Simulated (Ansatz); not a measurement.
Ca (fcc): energy against volume

All numbers below come from DFT, LDA (PW92), plane waves (420 eV) with PAW, scalar-relativistic (Ansatz 0.2.0). The PAW files were generated under PBE, with cores re-solved for the functional.

The cell is scaled uniformly from the relaxed one, with fractional coordinates and shape fixed. Energies are extrapolated to zero smearing, pressures are those at the given smearing. Magnetic state: spin not included.

A Birch-Murnaghan fit gives V₀ = 38.01 Å³/atom, B₀ = 19.3 GPa, B₀′ = 3.2.

(1) What are the energy above the minimum and the pressure at 33.555 Å³/atom?

(2) What are the energy above the minimum and the pressure at 36.605 Å³/atom?

(3) What are the energy above the minimum and the pressure at 42.706 Å³/atom?

## Answers

(1) 37.3 meV/atom and 3.02 GPa as computed.

(2) 3.3 meV/atom and 0.83 GPa as computed.

(3) 29.7 meV/atom and -1.85 GPa as computed.
